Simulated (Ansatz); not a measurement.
# Thallium, hcp: convergence with Gaussian smearing

Computed with Ansatz, PBE, scalar-relativistic PAW, on the relaxed cell (a = 3.590 Å, c = 5.642 Å (c/a = 1.571); spin not included). Errors count from a run at 420 eV on a Γ-centred 17×17×9 mesh with Fermi-Dirac smearing of 0.1 eV, extrapolated to zero width. Fixed here: cutoff 420 eV, mesh 10×10×6. The SCF starts from atomic densities corrected by a trained network.

```
width (eV)  E(σ→0) error (meV/atom)  F error (meV/atom)  P (GPa)  SCF iterations
      0.01                     -0.2                -0.3     0.00               6
      0.03                     -0.3                -0.6    -0.03               6
       0.1                     -1.0                -3.0    -0.06               6
       0.2                     -2.1                -7.7    -0.03               6
       0.3                     -2.9               -14.2     0.00               6
       0.6                     -2.6               -47.2     0.18               6
       1.0                      2.2              -129.8     0.69               6
```
